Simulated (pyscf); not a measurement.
This saddle point was located with ωB97X-D3(BJ)/def2-SVP in PySCF.

```xyz
24

C     -0.9930     1.4948     2.4177
C     -0.7602     0.1518     1.7206
C     -1.8561    -0.8756     2.0159
H     -1.9125     1.9803     2.0448
H     -0.1601     2.1937     2.2404
H     -1.1089     1.3786     3.5093
H     -1.2220     0.5472     0.3754
H      0.1989    -0.2617     2.0999
H     -1.9882    -1.0381     3.0997
H     -1.6331    -1.8507     1.5543
H     -2.8305    -0.5404     1.6181
Al     0.2567     0.1033    -0.1727
C     -1.5807     0.9077    -0.9839
C      0.4511    -1.7510    -0.7640
C      1.6301     1.4954    -0.2125
H     -2.4815     0.2847    -1.0905
H     -1.0723     0.8886    -1.9669
H     -1.8747     1.9535    -0.8088
H      0.8584    -1.8097    -1.7883
H      1.1431    -2.3155    -0.1144
H     -0.5104    -2.2911    -0.7647
H      2.0941     1.5796    -1.2106
H      2.4463     1.2827     0.5002
H      1.2241     2.4886     0.0425
```

Surface: singlet, charge 0. Lowest wavenumbers (cm⁻¹): 1560i, 36, 73, 88, 96.

Name the species on either side of this saddle.

`[CH3][CH2][CH3]` + `[CH3][Al]([CH3])[CH3]` <-> `[CH3][CH]([CH3])[Al]([CH3])[CH3]` + `[CH4]`, a four-centre exchange read from left to right: C–H, Al–C broken and Al–C, C–H formed. At ωB97M-D3(BJ)/def2-TZVP it lies +37.0 kcal/mol from the left side and +32.6 kcal/mol from the right (each side as separated species at their lowest minima found). On the reactant side the descent ends in a complex, 5.4 kcal/mol under the separated species and 40.9 kcal/mol under the saddle at ωB97X-D3(BJ)/def2-TZVP. On the product side the descent ends in a complex (not fully relaxed), 4.5 kcal/mol under the separated species and 36.3 kcal/mol under the saddle at ωB97X-D3(BJ)/def2-TZVP. At the saddle there is also a short Al–H contact that neither side keeps. One saddle was located; it need not be the lowest between these sides.
